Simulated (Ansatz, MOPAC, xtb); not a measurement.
Barrier height from H + ClH to the transition structure ClH2, without zero-point energy, on the benchmark's geometries as Psi4's copy of the set gives them.
Transition structure (charge 0, multiplicity 2):
```xyz
3

H      0.0000     0.0000     1.4858
Cl     0.0000     0.0000     0.0000
H      0.0000     0.0000    -1.4858
```
Reactant (charge 0, multiplicity 1):
```
atom   x (Å)   y (Å)   z (Å)
----  ------  ------  ------
Cl    0.0000  0.0000  0.0000
H     1.2744  0.0000  0.0000
```

Open shells are unrestricted; no spin–orbit coupling.

Cores are frozen in the correlated methods. CBS: X⁻³ extrapolation of the correlation energy, Hartree–Fock from the larger set. The state that PM7 reach isn't checked; PM7 holds dispersion and hydrogen-bond terms.

The values were computed with Ansatz (an electronic-structure program); MOPAC for PM7 (differences of heats of formation); xtb for the GFN methods. Each number belongs to the level named beside it. The GFN methods have no spin term and hold the electronic entropy of 300 K.

One of these levels gives 0.814 eV for the barrier height. Which?
(A) HF/aug-cc-pV(D+d)Z
(B) GFN2-xTB
(C) PM7
(D) MP2/CBS(aug-cc-pV(T+d)Z, aug-cc-pV(Q+d)Z)

B, GFN2-xTB. The others give 0.513 (PM7), 1.374 (HF/aug-cc-pV(D+d)Z), 0.964 (MP2/CBS(aug-cc-pV(T+d)Z, aug-cc-pV(Q+d)Z))
